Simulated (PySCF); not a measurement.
C5H8O.
Atom-mapped SMILES: `[CH3:1][O:2][C@:3]12[CH2:4][C@H:5]1[CH2:6]2` (hydrogens: H7, H8, H9 on C1; H10, H11 on C4; H12 on C5; H13, H14 on C6)

Cartesian coordinates in Å at the PBE0-D3(BJ)/def2-SVP level; atoms count from 1:
```
atom  x, y, z in Å
C1     1.8683   -0.8377   -0.5858
O2     0.8297   -0.9168    0.3579
C3    -0.1590   -0.0114    0.1482
C4    -0.3774    1.3263    0.7713
C5    -1.4002    0.2324    0.8756
C6    -1.4569   -0.1671   -0.5704
H7     2.6000   -1.6172   -0.3335
H8     1.4998   -1.0119   -1.6129
H9     2.3704    0.1464   -0.5576
H10   -0.5775    2.2163    0.1548
H11    0.2073    1.5193    1.6783
H12   -1.8296   -0.2437    1.7551
H13   -1.7590   -1.2014   -0.7710
H14   -1.7749    0.5611   -1.3327
```

Level: PBE0/def2-SVPD in PySCF, non-relativistic, on one gas-phase PBE0-D3(BJ)/def2-SVP geometry that isn't relaxed in the solvent. The solvent is an IEF-PCM continuum (van der Waals radii × 1.2). The model holds no explicit solvent molecules, cavitation or dispersion.

Gas phase at PBE0/def2-SVPD: HOMO -6.94 eV, LUMO 0.84 eV, dipole 0.78 D.

Problem. What does the continuum do to the energy, the frontier levels and the dipole at PBE0/def2-SVPD in cyclohexane?

Solution. 
```tsv
solvent	ε	E(solvent) − E(gas) (kcal/mol)	polarisation term (kcal/mol)	distortion of the solute (kcal/mol)	HOMO (eV)	LUMO (eV)	dipole (D)
cyclohexane	2.017	-1.13	-1.18	0.05	-6.92	0.89	0.87
```

The first energy column is the sum of the next two and covers electrostatics alone.

Problem. Give the dipole vector in the frame of the coordinates (D, pointing from negative to positive charge), gas and cyclohexane.

Solution. Gas (0.44, 0.21, -0.61), solvent (0.48, 0.25, -0.68). Its length changes by +12 % and its direction by 1°.

Problem. How does the static polarisability (PBE0/def2-SVPD, frozen core, with the continuum's full static response) change?

Solution. 
| medium | isotropic (au) | principal values (au) | ⟨r²⟩ of the electrons (bohr²) |
| --- | --- | --- | --- |
| gas | 61.4 | 54.8, 61.4, 67.8 | 562.7 |
| cyclohexane | 68.3 | 61.3, 68.8, 74.7 | 562.4 |

The isotropic value in cyclohexane is 1.11 times the gas-phase one; no cavity-field correction is applied. ⟨r²⟩ is taken about the centre of nuclear charge.

The run took 20 s wall on one thread, Arm Neoverse V1, shared host. This is the whole response run at PBE0/def2-SVPD in cyclohexane, SCF included.
